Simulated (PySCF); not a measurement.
Structure problem from calculated spectra and properties.

Elements present: C, F and H. Monoisotopic mass: 72.0375 u.

| Property | Result |
| --- | --- |
| Rotational structure | rotational constants A, B, C: 16.001, 3.151, 2.727 GHz [PBE0-D3(BJ)/def2-SVP] |
| XPS | C1s 290.7, C1s 291.0, C1s 291.1, C1s 293.7, F1s 692.6 eV [ΔSCF SCAN, pcX-2 on the ionised atom, pcseg-1 elsewhere, spin-free X2C] |
| NMR, other nuclei | isotropic shieldings of nuclei other than C and H, by class: 427 (1 F) ppm [GIAO PBE0/pcSseg-1] |
| Couplings | largest of the computed one-bond spin–spin couplings (means over like bonds): 19F–13C -251.2, 13C–1H +246.7, 13C–1H +174.6 (×2), 13C–1H +156.3 (×2), 13C–13C +69.7, 13C–13C +68.9, 13C–13C +14.0, 13C–13C +10.3 Hz [B3LYP/pcJ-1, spin–dipole term left out for some pairs] |
| 13C NMR | chemical shifts (computed TMS as zero) by class: 124.3 (1 C), 109.0 (1 C), 82.5 (1 C), 10.3 (1 C) ppm [GIAO PBE0/pcSseg-1] |
| Triplet | lowest triplet excitation (Tamm–Dancoff): 4.28 eV [TDA wB97X-D/def2-SVPD] |
| Valence photoelectron | vertical ionisation energy: 9.48 eV [ΔSCF wB97X-D/def2-SVPD] |
| UV, first state | lowest singlet excitation: 6.52 eV (190 nm, f = 0.128) [TDDFT wB97X-D/def2-SVPD] |

The electronic properties come from PySCF, for the isolated species, density fitting. Levels stand in brackets. One conformer (not necessarily the lowest) at the PBE0-D3(BJ)/def2-SVP geometry, without solvent, vibrations or thermal averaging. NMR classes are plain means over equivalent atoms (diastereotopic ones count apart unless rotation or inversion swaps them), as if these changed places fast.

Q: Which formula fits the mass and the elements?

A: C4H5F (calculated 72.0375). No other formula that holds each of these elements comes within 0.0003 u with a fitting electron parity and a possible valence count.

Q: Propose a structure and show how it fits.

A: Numbering: `[F:1][CH2:2][C:3]1=[CH:4][CH2:5]1`. Its formula, C4H5F, gives 2 degrees of unsaturation: 1 ring and 1 π bond in the structure found. 4 carbons fall into 4 classes; from least to most shielded: fully substituted alkene carbon [C3] (124.3 ppm), alkene CH carbon [C4] (109.0 ppm), sp3 C–F carbon [C2] (82.5 ppm), allylic carbon [C5] (10.3 ppm). The other shieldings belong to: 427 ppm, alkyl fluorine [F1]. The couplings run between: -251.2 Hz, alkyl fluorine [F1] and sp3 C–F carbon [C2]; +246.7 Hz, alkene CH carbon [C4] and its hydrogen; +174.6 Hz, allylic carbon [C5] and its hydrogen (with 1 like pair); +156.3 Hz, sp3 C–F carbon [C2] and its hydrogen (with 1 like pair); +69.7 Hz, sp3 C–F carbon [C2] and fully substituted alkene carbon [C3]; +68.9 Hz, fully substituted alkene carbon [C3] and alkene CH carbon [C4]; +14.0 Hz, alkene CH carbon [C4] and allylic carbon [C5]; +10.3 Hz, fully substituted alkene carbon [C3] and allylic carbon [C5]. The core levels belong to: C1s 290.7 eV, alkene CH carbon [C4]; C1s 291.0 eV, fully substituted alkene carbon [C3]; C1s 291.1 eV, allylic carbon [C5]; C1s 293.7 eV, sp3 C–F carbon [C2]; F1s 692.6 eV, alkyl fluorine [F1]. The hole state at 291.0 eV has ⟨S²⟩ = 0.84 against 0.75, so that value is less sure. The first electron is taken from the HOMO, whose largest Löwdin shares are 0.30 on the alkene CH carbon, 0.28 on the fully substituted alkene carbon and 0.17 on the allylic carbon. The optimised geometry has point group Cs and is an asymmetric top. Structure: `FCC1=CC1`. Computed isomers that give other values at the same levels: `C=CC(=C)F` (13C chemical shifts (computed TMS as zero) by class: 170.8 (1 C), 137.0 (1 C), 124.8 (1 C), 99.9 (1 C) ppm); `C#CCCF` (rotational constant A: 27.121 GHz; this holds for the one conformer computed); `F[C@]12C[C@H]1C2` (core binding energies: C1s 291.0, C1s 291.4 (×2), C1s 293.1, F1s 693.0 eV). The assignments are read from this structure; whether some other isomer fits the data as well wasn't checked.

The values belong to the conformer `[F:1][CH2:2][C:3]1=[CH:4][CH2:5]1`: F1–C2–C3–C4 0°.
